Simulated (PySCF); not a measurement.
`P(F)F`, F$_{2}$HP

Cartesian coordinates in Å; atom numbers follow the order of the lines, from 1:
```xyz
4

F     1.2602   -0.5430    0.2998
P    -0.1290   -0.3153   -0.4801
F    -1.1277   -0.2425    0.7801
H     0.0214    1.1116   -0.6239
```

Level of theory: GIAO KT3/pcSseg-1 magnetisability, rotational g tensor and spin-rotation constants, non-relativistic, gas phase (PySCF). Geometry: PBE0-D3(BJ)/def2-SVP.

Problem. What are the magnetisability and the molar susceptibility?

Solution. Isotropic -378 × 10⁻³⁰ J/T², or -22.8 × 10⁻⁶ cm³/mol; principal values -410, -377, -346 × 10⁻³⁰ J/T², anisotropy 56 × 10⁻³⁰ J/T² (root of half the summed squared differences of the principal values). The susceptibility is in cgs units.

Problem. Split it along the inertial axes a, b, c into diamagnetic and paramagnetic parts about the centre of mass, with the quadrupole moment.

Solution. 
| axis | χ (10⁻⁶ cm³/mol) | diamagnetic (10⁻⁶ cm³/mol) | paramagnetic (10⁻⁶ cm³/mol) | summed x² of all electrons (Å²) | quadrupole Θ (D Å) |
| --- | --- | --- | --- | --- | --- |
| a | -22.7 | -88.4 | 65.7 | 32.2 | -2.00 |
| b | -21.2 | -164.5 | 143.3 | 14.3 | +1.12 |
| c | -24.3 | -197.1 | 172.9 | 6.6 | +0.89 |

Anisotropies 2χaa − χbb − χcc = +0.1 and 2χbb − χaa − χcc = +4.5 × 10⁻⁶ cm³/mol. Θ is traceless in Buckingham's convention.

Problem. And the rotational g tensor?

Solution. 
| axis | rotational constant (GHz) | g | nuclear part | electronic part |
| --- | --- | --- | --- | --- |
| a | 23.8964 | -0.1911 | 0.5464 | -0.7375 |
| b | 8.5429 | -0.0816 | 0.4934 | -0.5750 |
| c | 6.6134 | -0.0533 | 0.4838 | -0.5371 |

Asymmetric top; isotopes 19F, 1H, 31P; no vibrational averaging.
